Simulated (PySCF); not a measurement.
## Spin states of F₂⁺

Unrestricted PBE0; F 6-311G(d,p); no relativity (PySCF 2.14). Outer shells of the fragments: F+ 2s2 2p4; F 2s2 2p5.

Followed along the bond (rough minima from three points):

```
2Ms+1   unpaired  ⟨S²⟩ at the start  R at minimum (Å)  Te (eV)
    2        π ↑               0.75              1.28     0.00
    4  σ ↑, π ↑↑               3.76  none in the scan   ≤ 2.11
```

Solutions found at the starting distance of 1.330 Å, counted from the lowest of them; the search is not exhaustive and high or unbound solutions are not listed, so other states can lie among these:

```
2Ms+1   unpaired   term  E (eV)  ⟨S²⟩  ⟨Lz²⟩
    2        π ↑     ²Π    0.00  0.75   1.00
    4  σ ↑, π ↑↑    ⁴Σ⁻    3.13  3.76   0.00
    4  σ ↑, π ↑↑  mixed    5.74  3.75   2.00
    4  σ ↑↑, π ↑     ⁴Π    7.97  3.76   1.00
```

A term symbol is given only where ⟨S²⟩ and ⟨Lz²⟩ are close to those of a pure state; real π, δ and φ orbitals otherwise mix terms, and g/u labels are left off.

Counting both spins, an empty level lies below a filled one in some of these solutions, because spin and occupation are held.
